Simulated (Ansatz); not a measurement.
# BHCl (doublet): the correlation ladder, cc-pVDZ

How much of the correlation energy of BHCl (doublet) does each wave-function method recover here?

Method: cc-pVDZ, core rule «outside noble gas», up to 6 orbitals frozen; program: Ansatz 0.2.0, Gaussian basis.

To be run: UHF; CCSD(T) on ROHF; CCSD(T) on UHF; BCCD(T) on ROHF; CISD; CCSDT(Q) on ROHF; CCSDT(Q) on UHF; CCSDTQ on ROHF; CCSDTQ on UHF; CASSCF and MRCISD+Q, 11 electrons in 9 orbitals; CASSCF and NEVPT2, 11 electrons in 9 orbitals.

9 further runs of the same task are left out: 5 for a known fault of the program, 4 set aside as unsound or not needed.

### 1 The geometry

The geometry is a PBE0/def2-TZVP stationary point (not a proven minimum).

3 atoms, charge 0, spin multiplicity 2.

Atoms are counted from 1 here; the program's logs count them from 0.

Bond lengths: B1–Cl2 1.710 Å, B1–H3 1.193 Å. Angles: Cl2–B1–H3 123.6°.

### 2 UHF

Input file in.yaml:

```yaml
crystal:
  periodic: [false, false, false]
  atoms:
    - {symbol: B, position_ang: [0.000000, -0.186113, 1.254645]}
    - {symbol: Cl, position_ang: [0.000000, 0.036461, -0.440547]}
    - {symbol: H, position_ang: [0.000000, 0.713740, 2.038566]}
basis:
  gaussian: {orbitals: cc-pVDZ}
magnetization: {spin_polarized: true, initial_magnetization: 1}
hamiltonian: {xc: hf}
output: {orbitals: {seedname: orbitals}}
```

The run is started by

```console
$ ansatz run in.yaml --threads 1 --pin off --events-out ev --progress --plain --max-ram 4096MiB --backend cpu
```

Further steps of the session: CCSD(T) on ROHF; CCSD(T) on UHF; BCCD(T) on ROHF; CISD; CCSDT(Q) on ROHF; CCSDT(Q) on UHF; CCSDTQ on ROHF; CCSDTQ on UHF; CASSCF and MRCISD+Q, 11 electrons in 9 orbitals; CASSCF and NEVPT2, 11 electrons in 9 orbitals.

Q: Predict the results of all the runs planned. Wanted: UCCSDTQ below the RHF energy; RMP2 from UCCSDTQ; UMP2 from UCCSDTQ; RCCSD from UCCSDTQ; RCCSD(T) from UCCSDTQ; UCCSD(T) from UCCSDTQ; RCCSDT(Q) from UCCSDTQ; UCCSDT(Q) from UCCSDTQ; NEVPT2 valence from UCCSDTQ.

The runs gave:

| quantity | value |
| --- | --- |
| UCCSDTQ below the RHF energy | -6.2510 eV |
| RMP2 from UCCSDTQ | +81.8 kJ/mol |
| UMP2 from UCCSDTQ | +81.5 kJ/mol |
| RCCSD from UCCSDTQ | +17.5 kJ/mol |
| RCCSD(T) from UCCSDTQ | +2.9 kJ/mol |
| UCCSD(T) from UCCSDTQ | +2.9 kJ/mol |
| RCCSDT(Q) from UCCSDTQ | +0.1 kJ/mol |
| UCCSDT(Q) from UCCSDTQ | -0.1 kJ/mol |
| NEVPT2 valence from UCCSDTQ | +108.8 kJ/mol |
| MRCISD+Q valence from UCCSDTQ | +3.9 kJ/mol |
| levels within 1 kcal/mol (43 meV) | RCCSD(T), UCCSD(T), BCCD(T), RCCSDT, UCCSDT, RCCSDT(Q), UCCSDT(Q), RCCSDTQ, MRCISD+Q valence |
| T1 diagnostic | 0.019 |
| effectively unpaired electrons | 1.01 |

**Reading.** RCCSD(T) lands +2.9 kJ/mol from the yardstick (0.5 % of the correlation energy). One determinant dominates. Of the multireference levels listed MRCISD+Q valence comes nearest in total energy (+3.9 kJ/mol), which doesn't show that its space is the better one. These misses are within one basis, not against nature; the frozen cores of restricted and unrestricted runs differ, which can shift their rows.
